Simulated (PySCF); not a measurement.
**Polarisability of `C=C(F)C[NH3+]`**

Compound: C3H7FN (charge +1).
Structure used (PBE0-D3(BJ)/def2-SVP), in Å, numbered top down from 1:
```xyz
12
C3H7FN angstrom
C      1.5913   -1.1126    0.7773
C      0.9654   -0.0617    0.2687
F      1.5632    0.8012   -0.5693
C     -0.4411    0.3671    0.5081
N     -1.1050    0.5920   -0.8226
H      2.6467   -1.2868    0.5574
H      1.0682   -1.8029    1.4405
H     -1.0174   -0.3771    1.0711
H     -0.4785    1.3320    1.0381
H     -0.4977    1.1928   -1.4015
H     -2.0212    1.0502   -0.7377
H     -1.2346   -0.2891   -1.3385
```

Level: wB97X-D/def2-SVPD (PySCF), static field, nuclei fixed, core orbitals frozen in the response. The polarisability tensor in these axes (au):

```
x   46.51 -8.05  3.69
y   -8.05 44.82 -6.39
z    3.69 -6.39 39.22
```

**Question.** Diagonalise the tensor; give its mean and Δα, where Δα² is half the sum of the squared differences of the eigenvalues.

**Answer.** Principal values 34.77, 39.15 and 56.63 au; mean 43.52 au = 6.45 Å³ = 7.18 × 10⁻⁴⁰ C²·m²/J; Δα = 20.04 au (46 % of the mean).

**Question.** Rayleigh depolarisation ratio (linearly polarised light, static tensor)?

**Answer.** ρ = 3Δα²/(45ᾱ² + 4Δα²) = 1204.3/(85222 + 1605.7) = 0.0139.

**Question.** In TDDFT the mean static polarisability is Σ f/ω² over all singlet excitations (ω in hartree). How much of it do the 10 lowest give? Their energies (eV) and oscillator strengths: 7.05, 0.1825; 7.66, 0.2494; 8.49, 0.0275; 8.80, 0.0029; 8.98, 0.0151; 9.08, 0.0014; 9.21, 0.0233; 9.45, 0.0010; 9.70, 0.0305; 10.05, 0.0003.

**Answer.** They add up to 6.78 au, 15.6 % of the 43.52 au; the largest single term is 3.14 au, from the state at 7.66 eV. Terms in order: 2.72, 3.14, 0.28, 0.03, 0.14, 0.01, 0.20, 0.01, 0.24, 0.00 au. Higher excitations give the rest. The strengths listed sum to 0.534.

**Question.** Traceless (Buckingham) quadrupole moment about the centre of nuclear charge: eigenvalues?

**Answer.** -9.54, -8.63, 18.17 D·Å. The values depend on the origin, since the species is charged. The electronic extent ⟨r²⟩ about the same centre is 427 bohr², a root-mean-square distance of 1.73 Å for the 40 electrons.

Geometry: PBE0-D3(BJ)/def2-SVP, one conformer, isolated ion.
